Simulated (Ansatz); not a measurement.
Antifluorite Mg₂Sn, treated with PBEsol+SOC (plane waves, PAW; Ansatz, an electronic-structure program).

Numerical settings: plane-wave cutoff 520 eV, 10×10×10 k mesh, Fermi–Dirac smearing 0.01 eV, PAW data made under PBE.

The volume scan:

```csv
V (Å³/atom),E − E_lowest (meV/atom)
24.037,13.82
24.549,5.91
25.060,1.43
25.572,0.00
26.083,1.33
26.594,5.16
27.106,11.27
```

**Question.** What bulk modulus B0 and pressure derivative B′ does a third-order Birch–Murnaghan fit give?

**Answer.** V0 = 25.572 Å³/atom, B0 = 43.3 GPa, B′ = 4.1 (fit to the energies at full precision).

Measured, for comparison: equilibrium volume per atom 25.82 Å³/atom (temperature not stated, not corrected to a static lattice; as tabulated in Freccero, Grin, Wagner, Dalton Trans. (2023), ESI). Computed (rounded) less measured: equilibrium volume per atom -1.0 %. A static lattice is as a rule a little smaller and stiffer than an uncorrected measurement, which narrows the difference in the equilibrium volume per atom and would widen misses of the other sign.

Note: the gap of the solid is closed in this run; this level leaves the solid without a gap, although one is measured.

Computing time: around 5 core-minutes (rough).
